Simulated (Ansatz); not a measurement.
Species: ethanamine, C$_{2}$H$_{7}$N, charge 0, multiplicity 1. SMILES: CCN
Geometry from a B3LYP-D3(BJ)/def2-TZVP (Ansatz, a first-principles code) optimisation:
```
C
H 1 1.0932
H 1 1.0932 2 106.13
N 1 1.4627 2 107.63 3 115.01
H 4 1.0142 1 110.48 2 64.07
H 4 1.0142 5 106.70 1 -120.14
C 1 1.5281 2 109.64 3 -118.33
H 7 1.0931 1 110.87 2 -62.07
H 7 1.0931 8 107.82 1 121.53
H 7 1.0933 8 107.89 9 116.28
```
Charge 0, spin multiplicity 1.

Property: atomisation energy, in kcal/mol. Terms: dispersion terms only where a functional's name holds one; atomisation electronic, to ground-state atoms; 6-311+G** with 5d; 6-31G* and kin with 6d, 5d where marked; non-relativistic; UHF or UKS for open shells; spin-orbit terms left out; LANL2DZ all-electron up to Ne; valence correlation only. Basis-set limits of correlation are two-point, X^-3; Hartree-Fock from the larger set. The bracket is a focal-point correction in the basis named. Ab initio and DFT rows: single points at B3LYP-D3(BJ) geometries (Ansatz).

Coupled cluster (Ansatz) is a level with limits of its own, used here on species with T1 under 0.025 (0.045 for open shells) and stable references: RI-MP2/CBS(aug-cc-pVTZ,aug-cc-pVQZ)+[CCSD(T)-MP2]/aug-cc-pVTZ.

Value to compare with, RI-MP2/CBS(aug-cc-pVTZ,aug-cc-pVQZ)+[CCSD(T)-MP2]/aug-cc-pVTZ (Ansatz): 878.3 kcal/mol.

```
level           program  atomisation energy (kcal/mol)  difference
--------------  -------  -----------------------------  ----------
PBE/STO-3G       Ansatz                         1038.3       160.0
PBE/3-21G        Ansatz                          877.9        -0.4
PBE/LANL2DZ      Ansatz                          870.7        -7.6
PBE/6-31G*       Ansatz                          888.7        10.4
PBE/def2-SVP     Ansatz                          892.7        14.4
PBE/6-311+G**    Ansatz                          887.0         8.7
PBE/def2-TZVPD   Ansatz                          889.9        11.6
```

Among the 6 habitual levels, PBE/STO-3G lies farthest from RI-MP2/CBS(aug-cc-pVTZ,aug-cc-pVQZ)+[CCSD(T)-MP2]/aug-cc-pVTZ (Ansatz) (160.0 kcal/mol) and PBE/3-21G nearest (-0.4); 4 of 6 lie above it, and their mean absolute difference is 33.6 kcal/mol, the median 9.6. One case shows no general order.

The sets are all those run for this method; runs whose electronic state is in doubt are left out.
